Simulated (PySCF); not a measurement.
Species: C₂H₄O₃S.
Cartesian coordinates in Å at the GFN2-xTB level; atoms count from 1:
```xyz
10
C2H4O3S angstrom
C      1.5717    0.3954   -0.3378
C      0.7097    0.0247    0.5784
S     -0.8555   -0.6407    0.0541
O     -0.8878   -0.7938   -1.3693
O     -1.2196   -1.7351    0.8885
O     -1.8147    0.6155    0.4078
H      1.3180    0.2682   -1.3776
H      2.5363    0.8184   -0.1067
H      0.8266    0.0784    1.6439
H     -2.1758    0.9737   -0.4039
```

The closed-shell SCF was solved with PySCF and density fitting under several settings on one GFN2-xTB geometry (grid level 2 and gas phase unless stated).

| settings | basis functions | SCF cycles | E (Eh) | HOMO (eV) | LUMO (eV) | dipole (D) |
| --- | --- | --- | --- | --- | --- | --- |
| PW91/IGLO-II | 169 | 18 | -702.3944 | -7.42 | -2.28 | 3.63 |
| HSE06/def2-SVP, grid level 4 | 108 | 14 | -701.5985 | -8.41 | -1.55 | 3.89 |

Task: Estimate the rows for these settings: (1) HSE06/ANO-RCC-VDZP, fitting basis def2-universal-jkfit; (2) PBE0/def2-SVPD.

Result: 
```
                                              settings  basis functions  SCF cycles     E (Eh)  HOMO (eV)  LUMO (eV)  dipole (D)
HSE06/ANO-RCC-VDZP, fitting basis def2-universal-jkfit              108          11  -701.8337      -8.54      -1.61        4.08
                                        PBE0/def2-SVPD              168          14  -701.5953      -9.06      -1.42        4.10
```

Task: Over all rows, what range does the HOMO–LUMO gap span?

Result: From 5.14 eV (PW91/IGLO-II) to 7.64 eV (PBE0/def2-SVPD). The functional of the narrowest has no exact exchange, that of the widest 25 % exact exchange.

Task: Compare two rows with the functional HSE06: HSE06/ANO-RCC-VDZP, fitting basis def2-universal-jkfit and HSE06/def2-SVP, grid level 4. Which energy is lower, and by how much?

Result: HSE06/ANO-RCC-VDZP, fitting basis def2-universal-jkfit (108 functions) lies 0.2352 Eh or 148 kcal/mol below HSE06/def2-SVP, grid level 4 (108 functions).

Whole jobs, the steps after the SCF included, on one thread, Arm Neoverse V1 (aarch64), shared host:

```json
{"settings": "PW91/IGLO-II", "work after the SCF": "shieldings, density and orbital grids written", "wall time": "23 s", "peak memory": "0.62 GiB"}
{"settings": "HSE06/def2-SVP, grid level 4", "work after the SCF": "shieldings, charges and field gradients", "wall time": "23 s", "peak memory": "0.58 GiB"}
{"settings": "HSE06/ANO-RCC-VDZP, fitting basis def2-universal-jkfit", "work after the SCF": "spin–spin couplings from 6 perturbed nuclei, spin–dipole term left out", "wall time": "27 s", "peak memory": "0.58 GiB"}
{"settings": "PBE0/def2-SVPD", "work after the SCF": "3 singlets by full TDDFT, polarisability, density and orbital grids written", "wall time": "16 s", "peak memory": "0.72 GiB"}
```

Cycle counts include a coarse-grid stage where the run had one. ANO-RCC sets were contracted for a scalar-relativistic Hamiltonian, but ran non-relativistically here.

One conformer stands for the species.
